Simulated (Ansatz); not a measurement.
2H WS2 was calculated with r²SCAN (plane waves, PAW; Ansatz, a first-principles code).

Numerical settings: plane-wave cutoff 600 eV, 12×12×4 k mesh (along the axes of the cell as run), no spin polarisation, scalar-relativistic PAW data made under PBE.

Computed at the level's own relaxed cell.

```xyz
6
Lattice="3.1816 0.0000 0.0000 -1.5908 2.7554 0.0000 0.0000 0.0000 13.0699" Properties=species:S:1:pos:R:3 pbc="T T T"
W      1.5908     0.9185     9.8024
W      0.0000     1.8369     3.2675
S      1.5908     0.9185     4.8269
S      0.0000     1.8369    11.3619
S      0.0000     1.8369     8.2429
S      1.5908     0.9185     1.7080
```

Q: Give the elastic tensor (Voigt notation, GPa, ions relaxed, in the Cartesian axes of the cell as printed).

A: 
```
  239.0    55.6     4.1     0.0     0.0     0.0
   55.6   239.0     4.1     0.0     0.0     0.0
    4.1     4.1    19.2     0.0     0.0     0.0
    0.0     0.0     0.0     7.4     0.0     0.0
    0.0     0.0     0.0     0.0     7.4     0.0
    0.0     0.0     0.0     0.0     0.0    91.7
```

Measured, for comparison: elastic constant C33 60 ± 5 GPa (temperature not stated, not corrected to a static lattice; as tabulated in Björkman et al. (2012), arXiv:1206.3542). Computed (rounded) less measured: elastic constant C33 -68 %.

Note: the cell comes from a level without a dispersion term, which matters for the spacing of layers, chains or molecules; the cell has widely spaced layers and the level no dispersion term, so their spacing and the moduli can rest on weak binding.

Spin–orbit coupling is not included.

Static lattice: no zero-point or thermal effects.
